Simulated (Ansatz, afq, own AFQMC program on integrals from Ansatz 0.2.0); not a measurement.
## Where AFQMC and coupled cluster stand for B$_{2}$H$_{2}$, singlet

```csv
atom,x (Å),y (Å),z (Å)
B,0.0000,0.0000,0.6756
B,0.0000,0.0000,-0.9095
H,0.0000,1.0479,1.2540
H,0.0000,-1.0479,1.2540
```

Connectivity, by distances: BH2–B.

Basis cc-pVDZ. Noble-gas cores (and the filled d shells of Ga–Kr and In–Xe) are frozen. Integrals, coupled cluster, full CI and functionals: Ansatz 0.2.0; the random walks run on the same integrals in our own AFQMC program. The CISD trial takes its coefficients from CCSD amplitudes. Released means that phaseless walkers are propagated on without the constraint, phases kept. Uncertainties: one standard error, sampling alone.

Determinant: RHF, the one that the program's search chose, which needn't be the lowest solution. The geometry is a PBE0/def2-TZVP stationary point of this or a neighbouring charge and spin state.

No full CI on the walks' own integrals is used here; CCSDTQ serves as the reference and is uncertain by about the last step of the cluster series.

Cautions: another spin lies lower (by 788 meV); restricted determinant unstable towards unrestricted (UHF 870 meV lower, ⟨S²⟩ 0.95); the ph-AFQMC/CISD walk drifts between its halves (2.5 errors); CCSDTQ on the UHF determinant differs (786 meV lower), perhaps since the unrestricted series falls towards higher spin.

```
T1 diagnostic                               : 0.0121
weight of the determinant in the CISD state : 0.864
size of the correlated space                : 8 electrons in 36 orbitals
```

```json
{"level": "MP2", "correlation energy (eV)": "-3.5338"}
{"level": "CCSD", "correlation energy (eV)": "-4.6955"}
{"level": "CCSD(T)", "correlation energy (eV)": "-4.8085"}
```

Task: Estimate where phaseless AFQMC with the Hartree–Fock trial lies against CCSD(T) on the same integrals.

Result: 2.84 ± 0.52 kcal/mol below CCSD(T).

Reference: CCSDTQ, correlation energy -4.860 eV. The released energy is read at 2.40 1/Eh (meV from the phaseless value at times in 1/Eh: -3 ± 4 at 0.24, -4 ± 4 at 0.51, -5 ± 3 at 0.99, -8 ± 4 at 1.62, -11 ± 6 at 2.40).

```csv
level,E − E(reference) (kcal/mol),share of correlation (%)
CCSD(T),1.18,98.94
CCSDT,0.30,99.73
CCSDT(Q),0.09,99.92
ph-AFQMC/HF,-1.65 ± 0.52,101.47
ph-AFQMC/CISD,0.42 ± 0.11,99.63
released AFQMC,0.16 ± 0.13,99.85
```

CCSDT and higher add their correlation energy to the determinant of the CCSD(T) run, since their own runs factorise the integrals more tightly (a shift of under 2 meV). A walk keeps the symmetry of its determinant, which the program's search chose and which needn't be the lowest solution, so a lower state of the same spin and another symmetry isn't excluded. Released energies are given only where the last usable release times agree within the noise; a slower fall can still hide under it.
